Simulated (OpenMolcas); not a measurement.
**How basis sets differ on C2H7P (SMILES CPC)**

C2H7P has 10 atoms, charge 0, and is taken as a singlet. As SMILES, `CPC`. The coordinates come from a PBE0-D4/def2-TZVP relaxation.

Each level gives the dipole moment (D). The values are calculated.

```json
{"level": "APF/def2-SV(P)", "kind": "global hybrid", "program": "OpenMolcas", "value (D)": "1.31", "CPU time": "6.3 s"}
{"level": "APF/def2-SVP", "kind": "global hybrid", "program": "OpenMolcas", "value (D)": "1.32", "CPU time": "9.3 s"}
{"level": "APF/def2-TZVP", "kind": "global hybrid", "program": "OpenMolcas", "value (D)": "1.34", "CPU time": "37 s"}
{"level": "APF/def2-TZVPP (RICD fitting)", "kind": "global hybrid", "program": "OpenMolcas", "value (D)": "1.33", "CPU time": "36 s"}
```

The values span 1.31 to 1.34 D. CPU times are rough (shared hosts, several kinds of processor): they show what a rung costs within a factor of a few.
